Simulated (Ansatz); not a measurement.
# CH4Si: basis-set convergence

One table from this session's results is given with a row withheld; the runs are named, their logs left out.

Computed with Ansatz 0.2.0, Gaussian basis. Level: one geometry, several basis sets.

The runs, in order: PBE0-D4/def2-SVP; ωB97M-V/def2-SVP; PBE0-D4/def2-QZVPP; ωB97M-V/def2-QZVPP; CCSD(T)/cc-pV(D+d)Z; CCSD(T)/cc-pV(T+d)Z; CCSD(T)/cc-pV(Q+d)Z; the functionals' def2-TZVPP values are taken from earlier runs.

## The geometry

All runs share one geometry, relaxed beforehand with PBE0-D4 in a triple-zeta def2 set.

6 atoms, charge 0, spin multiplicity 1.

Atoms are counted from 1 here; the program's logs count them from 0.

Bond lengths: C1–Si2 1.892 Å, C1–H3 1.098 Å, C1–H4 1.091 Å, C1–H5 1.098 Å, Si2–H6 1.531 Å. Angles: Si2–C1–H3 109.7°, Si2–C1–H4 113.8°, Si2–C1–H5 109.5°, H3–C1–H4 109.0°, H3–C1–H5 105.5°, H4–C1–H5 109.0°, C1–Si2–H6 94.2°.

The first run:

in.yaml reads:

```yaml
crystal:
  periodic: [false, false, false]
  atoms:
    - {symbol: C, position_ang: [-0.093516, -0.365984, -0.370345]}
    - {symbol: Si, position_ang: [0.917299, 0.209775, 1.122309]}
    - {symbol: H, position_ang: [-1.156892, -0.410100, -0.102198]}
    - {symbol: H, position_ang: [0.214952, -1.335643, -0.762996]}
    - {symbol: H, position_ang: [-0.024007, 0.381989, -1.170808]}
    - {symbol: H, position_ang: [0.142164, 1.519973, 1.284048]}
basis:
  gaussian: {orbitals: def2-SVP}
hamiltonian: {xc: pbe0, dispersion: d4}
output: {orbitals: {seedname: orbitals}}
```

Among the steps run: PBE0-D4 in def2-SVP; ωB97M-V in def2-SVP; PBE0-D4 in def2-QZVPP; ωB97M-V in def2-QZVPP.

One of the session's tables, all rows but one given; the rest of the session is left out.

It belongs to the step «Density functionals: the series». 

| functional | basis | HOMO (eV) | LUMO (eV) |
| --- | --- | --- | --- |
| PBE0-D4 | def2-SVP | -6.25 | -2.49 |
| PBE0-D4 | def2-TZVPP | ? | ? |
| PBE0-D4 | def2-QZVPP | -6.32 | -2.56 |
| ωB97M-V | def2-SVP | -8.31 | -0.40 |
| ωB97M-V | def2-TZVPP | -8.39 | -0.53 |
| ωB97M-V | def2-QZVPP | -8.41 | -0.61 |

Q: Estimate the row for PBE0-D4, def2-TZVPP from the others.

The run gave: HOMO (eV): -6.30; LUMO (eV): -2.53. In the column «HOMO (eV)» it lies between PBE0-D4, def2-QZVPP (-6.32) and PBE0-D4, def2-SVP (-6.25).
